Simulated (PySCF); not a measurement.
Potential energy curve for Na2, singlet.

UHF/cc-pVDZ (PySCF); RHF/cc-pVDZ (PySCF); UKS-PBE = unrestricted PBE/cc-pVDZ run with PySCF 2.14.0; RKS-PBE = restricted PBE/cc-pVDZ (PySCF); UKS-CAM-B3LYP = unrestricted CAM-B3LYP/cc-pVDZ (PySCF); RKS-CAM-B3LYP = restricted CAM-B3LYP/cc-pVDZ in PySCF; UKS-LDA (SVWN5) = unrestricted LDA (SVWN5)/cc-pVDZ in PySCF 2.14.0; RKS-LDA (SVWN5) = restricted LDA (SVWN5)/cc-pVDZ in PySCF 2.14.0.

Scanned distances (Å): 2.50, 2.61, 2.77, 2.94, 3.04, 3.10, 3.17, 3.31, 3.39, 3.59, 3.85, 4.20, 4.61, 5.17, 5.56, 6.25, 6.84, 7.53, 8.32, 9.19.

Q: Where does the unrestricted solution first break spin symmetry (<S²> of 0.01 or more)?

A: UHF: already at 2.50 Å; UKS-PBE: between 3.85 and 4.20 Å; UKS-CAM-B3LYP: between 3.59 and 3.85 Å; UKS-LDA (SVWN5): between 4.20 and 4.61 Å.

```csv
R / Å,<S²> UHF,E(RHF) − E(UHF) / mEh,<S²> UKS-PBE,E(RKS-PBE) − E(UKS-PBE) / mEh,<S²> UKS-CAM-B3LYP,E(RKS-CAM-B3LYP) − E(UKS-CAM-B3LYP) / mEh,<S²> UKS-LDA (SVWN5),E(RKS-LDA (SVWN5)) − E(UKS-LDA (SVWN5)) / mEh
2.50,0.19,0.4,0.00,0.0,0.00,0.0,0.00,0.0
2.61,0.23,0.6,0.00,0.0,0.00,0.0,0.00,0.0
2.77,0.29,1.0,0.00,0.0,0.00,0.0,0.00,0.0
2.94,0.36,1.6,0.00,0.0,0.00,0.0,0.00,0.0
3.04,0.40,2.1,0.00,0.0,0.00,0.0,0.00,0.0
3.10,0.43,2.4,0.00,0.0,0.00,0.0,0.00,0.0
3.17,0.46,2.9,0.00,0.0,0.00,0.0,0.00,0.0
3.31,0.52,3.9,0.00,0.0,0.00,0.0,0.00,0.0
3.39,0.56,4.6,0.00,0.0,0.00,0.0,0.00,0.0
3.59,0.63,6.6,0.00,0.0,0.00,0.0,0.00,0.0
3.85,0.72,9.8,0.00,0.0,0.15,0.1,0.00,0.0
4.20,0.81,14.7,0.08,0.0,0.46,1.7,0.00,0.0
4.61,0.89,21.1,0.35,0.7,0.69,5.2,0.29,0.5
5.17,0.95,30.0,0.65,2.7,0.86,11.2,0.60,2.4
5.56,0.97,35.9,0.81,4.5,0.92,15.6,0.75,4.1
6.25,0.99,45.3,0.94,7.9,0.97,22.8,0.90,7.4
6.84,1.00,52.1,0.98,10.5,0.99,27.9,0.96,9.7
7.53,1.00,58.7,1.00,12.7,1.00,32.7,0.99,11.8
8.32,1.00,64.7,1.00,14.3,1.00,36.8,1.00,13.3
9.19,1.00,69.8,1.00,15.2,1.00,40.0,1.00,14.2
```
